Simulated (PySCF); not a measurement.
# S3: singlet, from a equilateral triangle start

Where does singlet S3 go from a equilateral triangle start, is the end point a minimum, and what are its modes, charges and moments?

Program: PySCF 2.14.0. Level of theory: PBE0, basis S def2-TZVP, no relativity, density fitting. These are calculated values, not measurements.

## 1. The system as given

3 atoms, charge 0, spin multiplicity 1.

Bond lengths: S1–S2 2.060 Å, S1–S3 2.060 Å, S2–S3 2.060 Å. Angles: S2–S1–S3 60.0°, S1–S2–S3 60.0°, S1–S3–S2 60.0°.

Z-matrix (Å, degrees; charge 0 multiplicity 1):
```
S
S  1 2.0600
S  1 2.0600 2 60.00
```

## 2. Finding the electronic state

One driver script runs all steps and calls PySCF; scf.py shows how it sets up the SCF of each step. The optimiser is the driver's own. After this first run the driver tries any further starts and a stability analysis.

Contents of scf.py:

```python
from pyscf import gto, scf, dft
mol = gto.M(atom='''
S      0.000000     1.189300     0.000000
S      1.030000    -0.594700     0.000000
S     -1.030000    -0.594700     0.000000''',
    basis={'S': 'def2-TZVP'},
    charge=0, spin=0)
mf = dft.RKS(mol, xc='PBE0')
mf.grids.atom_grid = (50, 194)
aux = {'S': 'def2-universal-JKFIT'}
mf = mf.density_fit(auxbasis=aux)
mf.conv_tol = 1e-08
mf.diis_space = 10
mf.max_cycle = 60
mf.init_guess = 'minao'
mf.verbose = 4
mf.kernel()
```

Run with:

```console
OMP_NUM_THREADS=2 python axn.py task.json out
```

Standard output:

```text
init E= -1194.65635283303
  HOMO = -0.243252912613415  LUMO = -0.124690807476771  gap/eV = 3.22624
cycle= 1 E= -1194.17465948187  delta_E= 0.482  |g|= 0.169  |ddm|= 1.97
  HOMO = -0.250302539433089  LUMO = -0.0932354317405633  gap/eV = 4.27401
cycle= 2 E= -1194.17840960544  delta_E= -0.00375  |g|= 0.0582  |ddm|= 0.101
  HOMO = -0.245723874523621  LUMO = -0.0864827798498276  gap/eV = 4.33317
cycle= 3 E= -1194.17870613461  delta_E= -0.000297  |g|= 0.0233  |ddm|= 0.0554
  HOMO = -0.248851223942344  LUMO = -0.0884448655488725  gap/eV = 4.36488
cycle= 4 E= -1194.17884259179  delta_E= -0.000136  |g|= 0.00422  |ddm|= 0.0205
  HOMO = -0.248821062442739  LUMO = -0.0884156896323738  gap/eV = 4.36485
cycle= 5 E= -1194.1788467525  delta_E= -4.16e-06  |g|= 0.000345  |ddm|= 0.00339
  HOMO = -0.248758853532971  LUMO = -0.0883524287141775  gap/eV = 4.36488
cycle= 6 E= -1194.17884678895  delta_E= -3.64e-08  |g|= 2.93e-05  |ddm|= 0.000598
  HOMO = -0.248766110664869  LUMO = -0.0883586346517369  gap/eV = 4.36491
cycle= 7 E= -1194.17884678934  delta_E= -3.96e-10  |g|= 1.55e-05  |ddm|= 7e-05
  HOMO = -0.248762171295731  LUMO = -0.0883564753798538  gap/eV = 4.36486
Extra cycle  E= -1194.17884678921  delta_E= 1.38e-10  |g|= 2.68e-05  |ddm|= 3.69e-05
converged SCF energy = -1194.17884678921
```

This step, with its further starts and checks, needed 7.6 s of wall time on 2 threads of Arm Neoverse V2, shared host.

Energies from each starting density:

```
                      start   energy (Eh)
    the minimal-basis guess  -1194.178847
a thermally smeared density  -1194.178847
      a smeared PBE density  -1194.178847
```

The test of internal stability and the other starts found no lower closed-shell solution.

## 3. Relaxing the singlet from the equilateral triangle start

The program finds D3h symmetry in the start, which this walk keeps. Threshold on the gradient: 0.0003 Eh/bohr, with a further test on the energy change.

scf.py: that of step 2 with these lines changed.

```diff
@@ -3,3 +3,3 @@
-S      0.000000     1.189300     0.000000
-S      1.030000    -0.594700     0.000000
-S     -1.030000    -0.594700     0.000000''',
+S     -0.000004     1.189337    -0.000000
+S      1.029998    -0.594666     0.000000
+S     -1.029995    -0.594672     0.000000''',
@@ -15 +14,0 @@
-mf.init_guess = 'minao'
```

Energy and gradient, step by step:

```
step   energy (Eh)  change (kJ/mol)  largest symmetric gradient (Eh/bohr)
   0  -1194.178847             0.00                               0.00199
   1  -1194.178859            -0.03                               0.00021
   2  -1194.178859            -0.03                               0.00000
```

The walk took 3.3 s.

Positions (Å) and forces (eV/Å) along the way:

```
step 0
S    0.000   1.189   0.000   0.000   0.103   0.000
S    1.030  -0.595   0.000   0.088  -0.051   0.000
S   -1.030  -0.595   0.000  -0.088  -0.051   0.000
step 1
S    0.000   1.191   0.000   0.000   0.011   0.000
S    1.032  -0.596   0.000   0.009  -0.006   0.000
S   -1.032  -0.596   0.000  -0.009  -0.006   0.000
step 2
S    0.000   1.191   0.000   0.000   0.001   0.000
S    1.032  -0.596   0.000  -0.001   0.000   0.000
S   -1.032  -0.596   0.000   0.001   0.000   0.000
```

It settles in D3h symmetry, 0.0 kJ/mol below the start, after 2 steps: S–S 2.064 Å (×3); S–S–S 60.0° (×3).

## 4. Vibrations and properties at this point

On the finer grid the gradient is checked again; gradients at displacements of ±0.02 bohr then give force constants and infrared intensities.

scf.py: that of step 3 with these lines changed.

```diff
@@ -3,3 +3,3 @@
-S     -0.000004     1.189337    -0.000000
-S      1.029998    -0.594666     0.000000
-S     -1.029995    -0.594672     0.000000''',
+S     -0.000004     1.191447     0.000000
+S      1.031825    -0.595720    -0.000000
+S     -1.031821    -0.595726    -0.000000''',
@@ -9 +9 @@
-mf.grids.atom_grid = (50, 194)
+mf.grids.atom_grid = (75, 302)
@@ -12 +12 @@
-mf.conv_tol = 1e-08
+mf.conv_tol = 1e-10
```

This SCF starts from the last density.

Log of the central SCF (cycles and frontier levels):

```text
init E= -1194.17889517253
  HOMO = -0.24896478058839  LUMO = -0.0891197000171609  gap/eV = 4.34961
cycle= 1 E= -1194.17889517253  delta_E= 1.82e-12  |g|= 5.07e-06  |ddm|= 6.89e-06
  HOMO = -0.248965188804713  LUMO = -0.0891202378159406  gap/eV = 4.34960
Extra cycle  E= -1194.17889517251  delta_E= 1.59e-11  |g|= 7.72e-06  |ddm|= 1.03e-05
converged SCF energy = -1194.17889517251
```

The whole step took 12 s.

Geometry: D3h; S–S 2.064 Å (×3); S–S–S 60.0° (×3).

Modes, for the most abundant isotopes:

```tsv
symmetry	ω (cm⁻¹)	IR (km/mol)
e'	491	0.7
a1'	640	0.0
```

No imaginary mode, so this is a minimum.

Properties at this point:

```
Dipole moment                                                   : 0.00 D
Highest occupied level                                          : -6.77 eV
Lowest empty level                                              : -2.43 eV
Rotational constants                                            : 0.2476, 0.2476, 0.1238 cm⁻¹
Zero-point energy                                               : 9.7 kJ/mol
Principal polarisabilities                                      : 30.1, 55.9, 55.9 bohr³
Atomisation energy without zero-point energy                    : 677 kJ/mol
Principal traceless quadrupole moments about the centre of mass : -6.41, 3.20, 3.20 D Å
Entropy at 298.15 K and 1 bar                                   : 262.2 J/(mol K)
Heat capacity Cp at 298.15 K                                    : 47.8 J/(mol K)
Enthalpy at 298.15 K above 0 K                                  : 11.49 kJ/mol
Rotational symmetry number                                      : 6
```

Charges (e) and bond orders:

```tsv
atom	Mulliken	Löwdin	polar tensor	Mayer order to S1
S1	0.00	0.00	0.00	–
S2,3	0.00	0.00	0.00	1.11
```

Mulliken populations on S1: s 5.89, p 9.92, d 0.17, f 0.02.

## 5. Would spin polarisation lower it?

At the lowest minimum the closed shell is tested against spin polarisation, on the (50, 194) grid. It is stable.

## 6. Density, ELF and potential

The plane holds S1 at (0.00, 0.00), S2 at (2.06, 0.00), S3 at (1.03, 1.79) Å. Columns run from x = -1.95 to 4.35 Å, rows from y = 4.05 (top) to -1.95 Å, in steps of 0.3 Å.

Density (cut at 5 e/Å³):

Ten steps from '0' (0.000 e/Å³) to '9' (5.000 e/Å³), finer at the low end (step k begins (100^(k/10) - 1)/99 of the way up):
```
0000000000000000000000
0000000000000000000000
0000000000100000000000
0000000112221100000000
0000001234443210000000
0000002345654310000000
0000012467876421000000
0000013569996531000000
0000123569996532100000
0000134567876542100000
0001245666666554210000
0012456666666665421000
0013568866566876531000
0024689986668997542000
0024689986668997642000
0023568866566876531000
0012456654455665421000
0001234433333443210000
0000112221112221100000
0000000000000000000000
0000000000000000000000
```

ELF (0 where the density is under 0.005 e/Å³):

Ten even steps from '0' (0.00) to '9' (0.86):
```
0000000000000000000000
0000000000100000000000
0000000123332100000000
0000001356765310000000
0000013579987520000000
0000014799898741000000
0000025771017752000000
0000025727953752000000
0000136828763853100000
0001247870117864210000
0012468997579986421000
0125777887578877752000
0247830026662104874100
0268809906851990885200
0369809908971991986200
0268940038982005985200
0257997777777789974100
0135788765456788752000
0012455432223455421000
0000122110001121100000
0000000000000000000000
```

Lowest empty orbital at -2.43 eV (sign arbitrary; one member if degenerate):

Ten even steps from '0' (-0.46 Å^-3/2) to '9' (0.61 Å^-3/2):
```
4444444444444444444444
4444444444444444444444
4444444444443333444444
4444445554433333344444
4444455555432233334444
4444455665421223334444
4444456776410123344444
4444456785520123344444
4444445674530133444444
3333334565422344444444
3333223444433455555444
3332111234444677665544
3322001234444578765544
3322118544434127765544
3332233065422945555444
4333457775420013444444
4444567875421002344444
4444566665432112334444
4444555555432223334444
4444455554433333334444
4444444444443333334444
```

Values on the line from S1 (at 0) through S2 (at 2.064 Å):

```
distance (Å)  density (e/Å³)     ELF  electrostatic potential (V)
       -0.72           0.924   0.662                         30.7
       -0.52            1.59  0.0887                         71.9
       -0.31            14.8    0.74                          195
       -0.10             179   0.277                     1.26e+03
        0.21            59.9   0.855                          406
        0.41            3.71   0.186                          116
        0.62            1.24   0.253                         48.6
        0.83            1.04   0.716                         23.5
        1.03           0.951   0.764                         16.8
        1.24            1.04   0.716                         23.5
        1.44            1.24   0.253                         48.6
        1.65            3.71   0.186                          116
        1.86            59.9   0.855                          406
        2.17             179   0.277                     1.26e+03
        2.37            14.8    0.74                          195
        2.58            1.59  0.0887                         71.9
        2.79           0.924   0.662                         30.7
        2.99           0.512   0.804                         13.7
        3.20           0.244   0.735                         6.49
```

Making the fields needed 0.5 s of wall time on 2 threads of Arm Neoverse V2, shared host.

## 7. Summary of results

| quantity | value |
| --- | --- |
| minimum | singlet, D3h |
| geometry | S–S 2.064 Å (×3); S–S–S 60.0° (×3) |
| wavenumbers (cm⁻¹) | 491 (e'), 640 (a1') |
| dipole moment | 0.00 D |
| highest occupied, lowest empty level | -6.77, -2.43 eV |
| polar-tensor charge of S1 | -0.00 e |
| zero-point energy | 9.7 kJ/mol |
| entropy at 298.15 K | 262.2 J/(mol K) |
| atomisation energy (no zero-point energy) | 677 kJ/mol |

What this shows: The equilateral triangle start keeps its D3h symmetry and ends in a minimum. Other starts or spin states, not run here, may lie lower.

The search up to here took 26 s.
